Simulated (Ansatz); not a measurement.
Input file:

```yaml
crystal:
  periodic: [false, false, false]
  atoms:
    - {symbol: Hf, position_ang: [0.000000, 0.000000, 1.564473]}
    - {symbol: O, position_ang: [0.000000, 0.000000, -0.305590]}
    - {symbol: H, position_ang: [0.000000, 0.000000, -1.258884]}
basis:
  gaussian: {orbitals: def2-SVP}
magnetization: {spin_polarized: false, initial_magnetization: 3}
correlation: {method: caspt2, electrons: outside_noble_gas}
scf: {lower_state_search: off}
```

```sh
$ ansatz run in.yaml --threads 1 --pin off --events-out ev --progress --plain --max-ram 2393MiB
```

(1) One thing in this input was set wrong on purpose, beside settings that are merely unusual. What is the gravest fault, and what does the program do?

## Answers

(1) A method name that the input doesn't accept. How the run ends: refused.
```
Error: YAML parse error: error: line 10 column 23: unknown variant `caspt2`, expected one of mp2, rpa, ccsd, ccsd_t, bccd, bccd_t, ccsdt, ccsdt_q, ccsdt_q_b, ccsdtq, fci, sc_nevpt2, fic_nevpt4_sd, fic_mrcisd_q, fic_mrcisd_q_relaxed
  --> <input>:10:23
   |
 8 |   gaussian: {orbitals: def2-SVP}
 9 | magnetization: {spin_polarized: false, initial_magnetization: 3}
10 | correlation: {method: caspt2, electrons: outside_noble_gas}
   |                       ^ unknown variant `caspt2`, expected one of mp2, rpa, ccsd, ccsd_t, bccd, bccd_t, ccsdt, ccsdt_q, ccsdt_q_b, ccsdtq, fci, sc_nevpt2, fic_nevpt4_sd, fic_mrcisd_q, fic_mrcisd_q_relaxed
11 | scf: {lower_state_search: off}
   |
```
